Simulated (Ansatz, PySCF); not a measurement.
Molecule: C$_{4}$H$_{4}$O, charge 0, multiplicity 1. 
Coordinates optimised at B3LYP-D3(BJ)/def2-TZVP (Ansatz, a quantum-chemistry and plane-wave program):
SMILES: c1occc1
```xyz
9

O      0.0070    -0.0094     1.1564
C      0.0100     1.0912     0.3549
C     -0.0058    -1.0968     0.3372
C     -0.0006     0.7240    -0.9496
C     -0.0110    -0.7085    -0.9611
H      0.0199     2.0414     0.8581
H     -0.0098    -2.0550     0.8251
H     -0.0010     1.3840    -1.8002
H     -0.0209    -1.3546    -1.8223
```
Unstable Hartree-Fock reference: c1ccoc1.

Property: enthalpy of formation at 298 K (from the atomisation energy, B3LYP-D3(BJ)/def2-TZVP harmonic zero-point and thermal terms from PySCF, and the atoms' enthalpies of formation in the G2/97 table; no spin-orbit terms, and no core term in the frozen-core levels), in kcal/mol. Cores are frozen in the correlated levels unless marked. UHF or UKS for open shells. Spin-orbit coupling is left out. Non-relativistic. The coupled-cluster limit lacks core correlation, which all-electron functionals hold. CBS marks a two-point X^-3 extrapolation of the correlation energy; Hartree-Fock from the larger set. [CCSD(T)-MP2]/basis is that difference in the basis named.

| level | program | enthalpy of formation at 298 K (kcal/mol) | minus last row |
|---|---|---|---|
| PBE-D4/def2-TZVPD | Ansatz + dftd4 | -48.7 | -43.1 |
| BLYP/def2-TZVPD | Ansatz | -2.6 | 3.0 |
| revPBE-D3(BJ)/def2-TZVPD | Ansatz + dftd3 | -14.8 | -9.2 |
| B3LYP-D3(BJ)/def2-TZVPD | Ansatz + dftd3 | -7.6 | -2.0 |
| PBE0/def2-TZVP | Ansatz | -18.7 | -13.1 |
| BHLYP/def2-TZVPD | Ansatz | 36.7 | 42.3 |
| TPSSh-D3(BJ)/def2-TZVPD | PySCF + dftd3 | -9.3 | -3.7 |
| B2GP-PLYP-D3(BJ)/def2-TZVPD | Ansatz + dftd3 | 1.6 | 7.2 |
| RPA@PBE/cc-pVTZ | Ansatz | 70.5 | 76.1 |
| MP2/cc-pVTZ | Ansatz | -10.4 | -4.8 |
| SCS-MP2/aug-cc-pVDZ | Ansatz | 49.9 | 55.5 |
| CCSD(T)/6-31G | Ansatz | 140.6 | 146.2 |
| CCSD(T)/aug-cc-pVDZ | Ansatz | 65.9 | 71.5 |
| RI-MP2/CBS(aug-cc-pVTZ,aug-cc-pVQZ)+[CCSD(T)-MP2]/aug-cc-pVDZ | Ansatz | -3.1 | 2.5 |
| RI-MP2/CBS(cc-pVTZ,cc-pVQZ)+[CCSD(T)-MP2]/cc-pVTZ | Ansatz | -5.6 | 0.0 |
